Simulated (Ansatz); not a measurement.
# Scandium, hcp: convergence with the k-point mesh

Computed with Ansatz, r²SCAN, scalar-relativistic PAW, on the relaxed cell (a = 3.328 Å, c = 5.212 Å (c/a = 1.566); spin not included). Errors count from a run at 500 eV on a Γ-centred 18×18×10 mesh with Fermi-Dirac smearing of 0.1 eV, extrapolated to zero width. Fixed here: cutoff 500 eV, Fermi-Dirac width 0.1 eV. The SCF starts from atomic densities corrected by a trained network.

```
 k-mesh  E(σ→0) error (meV/atom)  P (GPa)  SCF iterations
  2×2×1                   -321.2    -6.99               6
  3×3×2                     95.7    -0.49               6
  4×4×2                    -19.9     0.19               6
  5×5×3                     16.2     0.33               6
  7×7×4                     -2.9    -0.12               6
  9×9×5                     -0.4     0.00               6
12×12×7                     -0.2    -0.01               6
```

Problem. What does the run at 16×16×9 give (k-mesh)?

Solution. E(σ→0) error (meV/atom): 0.0; P (GPa): -0.01; SCF iterations: 6.

Within 5 meV/atom of the last row: from 7×7×4 on.
